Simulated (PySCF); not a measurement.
AlF3 (SMILES [F][Al]([F])[F]), singlet, at a GFN2-xTB geometry (such geometries of metal compounds can be far from the true shape); PySCF with CAMB3LYP/STO-3G.

Here is a job for PySCF.
```python
from pyscf import gto, scf, dft

mol = gto.M(
    atom='''
Al    0.00000000   -0.00000000   -0.00000000
F    -0.02093275    1.63085400    0.03791596
F     1.42318261   -0.79710311   -0.02717492
F    -1.40224986   -0.83375089   -0.01074104
''',
    basis='sto-3g',
    verbose=5,
)

mf = dft.RKS(mol)
mf.xc = 'camb3lyp'
mf.kernel()
```

What the program printed (banner, timings and long lists left out):

```
PySCF version 2.14.0

[INPUT] verbose = 5
[INPUT] max_memory = 4000
[INPUT] num. atoms = 4
[INPUT] num. electrons = 40
[INPUT] charge = 0
[INPUT] spin (= nelec alpha-beta = 2S) = 0
[INPUT] symmetry False subgroup None
[INPUT] Mole.unit = angstrom
[INPUT] Symbol           X                Y                Z      unit          X                Y                Z       unit  Magmom
[...]
[INPUT] ---------------- BASIS SET ----------------
[INPUT] l, kappa, [nprim/nctr], expnt,             c_1 c_2 ...
[INPUT] F
[...]
                                30.360812         0.53532814
                                8.2168207         0.44463454
[...]
                                1.5022812         0.39951283
                                0.4885885         0.70011547
[...]
                                1.5022812         0.60768372
                                0.4885885         0.39195739
[INPUT] Al
[...]
                                64.01186067       0.5353281423
                                17.32410761       0.4446345422
[...]
                                4.391813233       0.3995128261
                                1.42835397        0.7001154689
[...]
                                0.3893265318      0.2255954336
                                0.1523797659      0.900398426
[...]
                                4.391813233       0.6076837186
                                1.42835397        0.3919573931
[...]
                                0.3893265318      0.5951670053
                                0.1523797659      0.462001012

nuclear repulsion = 159.358886085128
number of shells = 14
number of NR pGTOs = 72
number of NR cGTOs = 24
basis = sto-3g
ecp = {}

******** <class 'pyscf.dft.rks.RKS'> ********
method = RKS
initial guess = minao
damping factor = 0
level_shift factor = 0
DIIS = <class 'pyscf.scf.diis.CDIIS'>
diis_start_cycle = 1
diis_space = 8
diis_damp = 0
SCF conv_tol = 1e-09
SCF conv_tol_grad = None
SCF max_cycles = 50
direct_scf = True
direct_scf_tol = 1e-13
XC library pyscf.dft.libxc version 7.1.2
    S. Lehtola, C. Steigemann, M. J. T. Oliveira, and M. A. L. Marques,  SoftwareX 7, 1–5 (2018)
XC functionals = camb3lyp
    T. Yanai, D. P. Tew, and N. C. Handy,  Chem. Phys. Lett. 393, 51 (2004)
radial grids:
    Treutler-Ahlrichs [JCP 102, 346 (1995); DOI:10.1063/1.469408] (M4) radial grids

becke partition: Becke, JCP 88, 2547 (1988); DOI:10.1063/1.454033
pruning grids: <function nwchem_prune>
grids dens level: 3
[...]
cycle= 4 E= -534.660790164099  delta_E= -2.12e-05  |g|= 0.000894  |ddm|= 0.0135
[...]
  mo_energy =
[-55.4708397  -24.31071925 -24.31071798 -24.31067039  -4.03705691
  -2.52509372  -2.52339635  -2.52339616  -1.08528471  -1.06640272
  -1.06640082  -0.37483639  -0.3025416   -0.30253955  -0.28682392
  -0.22605887  -0.22605783  -0.22169724  -0.22169498  -0.22039045
   0.26988232   0.27283446   0.56568294   0.56568404]
nelec by numeric integration = 40.00003829149583
E1 = -1070.6721164955861  E2 = 376.6524396516893  Ecoul = 427.2528890367037  Exc = -50.60044938501446
cycle= 5 E= -534.660790758769  delta_E= -5.95e-07  |g|= 0.000146  |ddm|= 0.00255
[...]
  mo_energy =
[-55.47074388 -24.31061922 -24.31061712 -24.3105699   -4.03704591
  -2.52508319  -2.52338241  -2.52338225  -1.08524681  -1.06636071
  -1.06636053  -0.37479366  -0.3024928   -0.30249154  -0.28677211
  -0.22601192  -0.22601145  -0.22165445  -0.22165024  -0.22034736
   0.26988527   0.27281479   0.56567331   0.56567407]
nelec by numeric integration = 40.00003829204377
E1 = -1070.6719818276185  E2 = 376.6523049705888  Ecoul = 427.2526988869586  Exc = -50.60039391636987
cycle= 6 E= -534.660790771902  delta_E= -1.31e-08  |g|= 1.77e-05  |ddm|= 0.000371
[...]
  mo_energy =
[-55.47076474 -24.31061162 -24.31061049 -24.31056285  -4.03705938
  -2.52509669  -2.52339582  -2.52339564  -1.08524497  -1.06635939
  -1.06635756  -0.37478919  -0.3024888   -0.30248679  -0.28676609
  -0.2260094   -0.2260084   -0.22165143  -0.22164908  -0.22034507
   0.26988042   0.27280833   0.56566781   0.56566889]
nelec by numeric integration = 40.00003829214566
E1 = -1070.6719920369624  E2 = 376.6523151797003  Ecoul = 427.2527105941042  Exc = -50.6003954144039
cycle= 7 E= -534.660790772134  delta_E= -2.32e-10  |g|= 3.05e-06  |ddm|= 4.83e-05
[...]
  mo_energy =
[-55.47076518 -24.31061028 -24.31060851 -24.31056115  -4.03705988
  -2.52509719  -2.52339626  -2.5233961   -1.0852443   -1.06635793
  -1.06635766  -0.37478853  -0.30248768  -0.30248633  -0.28676503
  -0.22600838  -0.22600791  -0.22165165  -0.22164764  -0.22034432
   0.26988027   0.272808     0.56566784   0.56566863]
nelec by numeric integration = 40.00003829216254
E1 = -1070.671992629687  E2 = 376.65231577241786  Ecoul = 427.25271099276705  Exc = -50.60039522034916
Extra cycle  E= -534.660790772141  delta_E= -7.16e-12  |g|= 1.53e-06  |ddm|= 9.07e-06
converged SCF energy = -534.660790772141
```
